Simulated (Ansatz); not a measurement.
**CH+ (singlet): the correlation ladder at distance C1–H2 = 1.377 Å, cc-pVQZ**

Aim: climb from Hartree-Fock through coupled cluster and multireference methods for CH+ (singlet) at one geometry and basis, and see what each rung misses.

Method: cc-pVQZ, core rule «outside noble gas», up to 1 orbitals frozen; program: Ansatz 0.2.0, Gaussian basis.

Plan: UHF; CCSD(T) on RHF; CCSD(T) on UHF; BCCD(T) on RHF; CCSDT(Q) on RHF; CCSDT(Q) on UHF; CASSCF and NEVPT2, 4 electrons in 5 orbitals; Full CI.

18 further runs of the same task are left out: 12 that didn't finish, 6 set aside as unsound or not needed.

### 1 The system

The geometry derives from a PBE0/def2-TZVP stationary point (not a proven minimum). One bond is set to the value named and the two fragments are kept rigid.

2 atoms, charge 1, spin multiplicity 1.

Atoms are counted from 1 here; the program's logs count them from 0.

No contacts short enough for the rule that draws bonds.

### 2 UHF

Input file in.yaml:

```yaml
crystal:
  periodic: [false, false, false]
  atoms:
    - {symbol: C, position_ang: [0.000000, 0.000000, 0.000000]}
    - {symbol: H, position_ang: [0.000000, 0.000000, 1.377000]}
basis:
  gaussian: {orbitals: cc-pVQZ}
total_charge: 1
magnetization: {spin_polarized: true, initial_magnetization: 0}
hamiltonian: {xc: hf}
output: {orbitals: {seedname: orbitals}}
```

Run with:

```bash
> ansatz run in.yaml --threads 1 --pin off --events-out ev --progress --plain --max-ram 2393MiB
```

The runs that follow: CCSD(T) on RHF; CCSD(T) on UHF; BCCD(T) on RHF; CCSDT(Q) on RHF; CCSDT(Q) on UHF; CASSCF and NEVPT2, 4 electrons in 5 orbitals; Full CI.

Before running them: what should the planned runs give, taken together? Wanted: FCI below the RHF energy; RMP2 from FCI; UMP2 from FCI; RCCSD from FCI; RCCSD(T) from FCI; UCCSD(T) from FCI; RCCSDT(Q) from FCI; UCCSDT(Q) from FCI; NEVPT2 valence from FCI.

As calculated:

| quantity | value |
| --- | --- |
| FCI below the RHF energy | -3.4666 eV |
| RMP2 from FCI | +20.79 kcal/mol |
| UMP2 from FCI | +24.67 kcal/mol |
| RCCSD from FCI | +2.08 kcal/mol |
| RCCSD(T) from FCI | +0.37 kcal/mol |
| UCCSD(T) from FCI | +0.34 kcal/mol |
| RCCSDT(Q) from FCI | +0.03 kcal/mol |
| UCCSDT(Q) from FCI | +0.06 kcal/mol |
| NEVPT2 valence from FCI | +7.97 kcal/mol |
| levels within 1 kcal/mol (43 meV) | RCCSD(T), UCCSD(T), BCCD(T), RCCSDT, UCCSDT, RCCSDT(Q), UCCSDT(Q) |
| T1 diagnostic | 0.013 |
| effectively unpaired electrons | 0.10 |

**Reading.** RCCSD(T) misses by +0.37 kcal/mol, 0.5 % of the correlation energy. One determinant dominates. These misses are within one basis, not against nature.
